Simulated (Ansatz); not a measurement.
in.yaml

```yaml
crystal:
  periodic: [false, false, false]
  atoms:
    - {symbol: N, position_ang: [0.000000, 0.000000, 0.000000]}
    - {symbol: S, position_ang: [0.000000, 0.000000, 1.485600]}
basis:
  gaussian: {orbitals: STO-3G}
total_charge: 1
magnetization: {spin_polarized: false, initial_magnetization: 2}
hamiltonian: {xc: {name: PBE0}}
correlation: {method: ccsd_t, frozen_orbitals: {"N": 9}}
accuracy: high
```

```sh
$ ansatz run in.yaml --threads 1 --pin off --events-out ev --progress --plain --max-ram 2393MiB
```

One thing in this input was set wrong on purpose, beside settings that are merely unusual. What is the gravest fault, and what does the program do?

Wrong frozen-orbital counts. How the run ends: refused.
```
Error: "frozen_orbitals" has no count for S
```
